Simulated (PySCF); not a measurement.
How the method moves the bond dissociation enthalpies of methanol

Structure: `CO` (CH4O). Atom numbers as in the mapped SMILES `[CH3:1][OH:2]`.

All levels share the PBE0-D3(BJ)/def2-SVP structures and the PBE0-D3(BJ)/def2-SVP thermal terms; only the single-point energies (PySCF) change. Values are bond dissociation enthalpies (298 K, kJ/mol).

```tsv
level	C1–O2	C1–H	O2–H	mean abs. error	time
HF/ma-def2-TZVP	216	301	290	140.0	1.6 s
CCSD(T)/ma-def2-TZVP	371	390	418	16.4	2.8 min
ωB97X-D3(BJ)/def2-TZVP	380	394	416	12.6	–
MP2/ma-def2-TZVP	400	387	438	11.3	5.9 s
ATcT 1.112	385	403	441
```

Times are wall times for all single points of a level on 1 thread of Arm Neoverse V1, a shared host; the dash marks the run that also made the structures.

Hartree-Fock leaves out electron correlation, so its bond energies come out too low, often by 100 kJ/mol or more.

The widest spread is that of C1–O2: 184 kJ/mol, from 216 to 400.

---

Level of theory and bond dissociation enthalpies: ethane

Structure: `CC` (C2H6). Atom numbers as in the mapped SMILES `[CH3:1][CH3:2]`.

All levels share the PBE0-D3(BJ)/def2-SVP structures and the PBE0-D3(BJ)/def2-SVP thermal terms; only the single-point energies (PySCF) change. Values are bond dissociation enthalpies (298 K, kJ/mol).

```tsv
level	C1–C2	C1–H	mean abs. error	time
HF/ma-def2-TZVP	244	313	121.1	1.2 s
CCSD(T)/ma-def2-TZVP	367	411	10.4	85 s
ωB97X-D3(BJ)/def2-TZVP	382	418	4.3	–
MP2/ma-def2-TZVP	383	408	9.7	3.9 s
ATcT 1.112	377	422
```

Times are wall times for all single points of a level on 1 thread of Intel Xeon Platinum 8488C, a shared host; the dash marks the run that also made the structures.

Hartree-Fock leaves out electron correlation, so its bond energies come out too low, often by 100 kJ/mol or more.

The widest spread is that of C1–C2: 139 kJ/mol, from 244 to 383.

---

# ammonia: bond dissociation enthalpies at several levels

Structure: `N` (NH3). Numbering: `[NH3:1]`

All levels share the PBE0-D3(BJ)/def2-SVP structures and the PBE0-D3(BJ)/def2-SVP thermal terms; only the single-point energies (PySCF) change. Values are bond dissociation enthalpies (298 K, kJ/mol).

```csv
level,N1–H,abs. error,time
HF/aug-cc-pVTZ,313,136.2,0.41 s
PBE0-D3(BJ)/def2-TZVP,432,17.7,–
CCSD(T)/aug-cc-pVTZ,441,8.8,29 s
MP2/aug-cc-pVTZ,449,0.3,2.1 s
ATcT 1.112,450,,
```

Times are wall times for all single points of a level on 1 thread of Intel Xeon Platinum 8559C, a shared host; the dash marks the run that also made the structures.

Hartree-Fock leaves out electron correlation, so its bond energies come out too low, often by 100 kJ/mol or more.

The spread: 136 kJ/mol, from 313 to 449.
